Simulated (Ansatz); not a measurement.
Basis-set extrapolation for C$_{5}$H$_{12}$S (`CSC(C)(C)C`) (PBE0-D4/def2-TZVP geometry, frozen core, Ansatz). Multiplicity 1, RHF reference.

|  | def2-TZVPP | def2-QZVPP |
| --- | --- | --- |
| HF | -593.942639 | -593.963356 |
| MP2 correlation | -1.071826 | -1.142768 |
| CCSD(T) correlation | -1.188577 | not run |

Energies in hartree. Use E(X) = E(∞) + A·exp(−7.88·√X) for Hartree–Fock and E(X) = E(∞) + B·X^(−2.97) for correlation, with X = 3 and 4, and add CCSD(T) minus MP2 of the smaller set to the MP2 limit.

**Question.** What is the CCSD(T) energy at the basis-set limit?

**Answer.** HF limit: -593.963356 + (-0.020717) × 0.13774 = -593.96621. MP2 limit: -1.142768 + (-0.070942) × 0.74074 = -1.19532. Higher-order term: -1.188577 − (-1.071826) = -0.11675. Total: -595.27828 hartree, 386.1 kJ/mol below CCSD(T)/def2-TZVPP.
